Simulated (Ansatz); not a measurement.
# Predicting a hybrid from its neighbours: C3H6O2 (ethyl formate)

C3H6O2: 11 atoms, total charge 0, spin state singlet. SMILES: `CCOC=O`. The shape is that of a PBE0-D4/def2-TZVP optimisation. This is one conformer, not always the lowest.

The HOMO–LUMO gap y, in eV, basis 6-31G(d); a is the functional's share of exact exchange. Programs: Ansatz 0.2.0.

| functional | program | a | y (eV) |
| --- | --- | --- | --- |
| r2SCAN | Ansatz | 0 | 6.25 |
| BLYP | Ansatz | 0 | 5.63 |
| B3LYP | Ansatz | 0.2 | 7.97 |
| r2SCAN0 | Ansatz | 0.25 | 8.96 |
| PBE0 | Ansatz | 0.25 | ? |
| BHLYP | Ansatz | 0.5 | 11.53 |

Task: Fit y = c + s·a to the known rows and predict PBE0.

Result: 
1. Means of the 5 rows: a = 0.1900, y = 8.068.
2. Σ(Δa)² = 0.172, Σ(Δa·Δy) = 1.9344, so the slope is 1.9344/0.172 = 11.247.
3. Intercept: 8.068 − (11.247) × 0.1900 = 5.931. The largest residual of the fit is 0.32.
4. PBE0: 5.931 + (11.247) × 0.25 = 8.74 eV.

The run gave 8.54 eV, so the prediction is off by +0.20 eV, within the scatter of the fit. Exact exchange lowers occupied levels and raises empty ones. The rows mix families of semi-local functionals, which the line can't see.
